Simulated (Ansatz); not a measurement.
# Crystal structures of rubidium under PBEsol

These are results of DFT, PBEsol, plane waves (420 eV) with PAW, scalar-relativistic (Ansatz), not measurements. The PAW files were generated under PBE, with cores re-solved for the functional.

Each structure is relaxed within its own symmetry, so a high-lying one may be dynamically unstable.

```tsv
structure	ΔE (meV/atom)	V (Å³/atom)	cell	magnetic state
hcp	-1	87.10	a = 4.976 Å, c = 8.125 Å (c/a = 1.633)	spin not included
dhcp	-1	87.10	a = 4.976 Å, c = 16.251 Å (c/a = 3.266)	spin not included
fcc	0	87.10	a = 7.037 Å	spin not included
bcc	0	87.10	a = 5.585 Å	spin not included
A15	8	87.10	a = 8.866 Å	spin not included
omega (AlB2-type)	9	86.98	a = 7.967 Å, c = 4.747 Å (c/a = 0.596)	spin not included
simple cubic	99	94.07	a = 4.548 Å	spin not included
diamond	282	130.63	a = 10.148 Å	spin not included
```

ΔE counts from bcc.

Differences under about 8 meV lie within the error of the k-point mesh.
